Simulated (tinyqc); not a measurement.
The basis set: RHF and MP2 along a ladder of basis sets, for H3O+, spin multiplicity 1. Computed by the program tinyqc with PySCF. Same geometry throughout; the dipole is taken about the origin.

Geometry (angstrom):
```
atom        x        y       z
O      0.0000   0.0000  0.3520
H      0.8770   0.0000  0.0000
H     -0.4390   0.7600  0.0000
H     -0.4390  -0.7600  0.0000
```

RHF and frozen-core MP2 in a ladder of bases:
```
basis        functions  E(RHF) (hartree)  E(MP2 corr) (hartree)  HOMO (eV)  LUMO (eV)  dipole (debye)
sto-3g               8        -75.317702              -0.046861   -25.8163     3.6370          0.9710
3-21g               15        -75.870635              -0.125927   -26.5070    -2.2304          1.2573
6-31g               15        -76.255825              -0.126483   -26.5556    -3.1577          1.3011
6-31g**             29        -76.305266              -0.192457   -26.6994    -2.8606          0.8305
cc-pvdz             29        -76.309082              -0.200992   -26.7013    -3.3163          0.7002
aug-cc-pvdz         50        -76.315129              -0.209429   -26.7355    -4.6685          0.6346
cc-pvtz             72        -76.336411              -0.254869   -26.7439    -3.8624          0.6523
```

What does the comparison show, and why?

From cc-pVDZ to cc-pVTZ the RHF energy falls by 27.3 mhartree and the correlation energy by 53.9. If valence correlation converges as X^-3, (27 E(T) - 8 E(D))/19 gives -0.2776 hartree, a rough estimate from such small X that usually falls short; STO-3G holds about 17 % of it. Beyond STO-3G the LUMO moves by 2.4 eV and the HOMO by 0.2 eV.
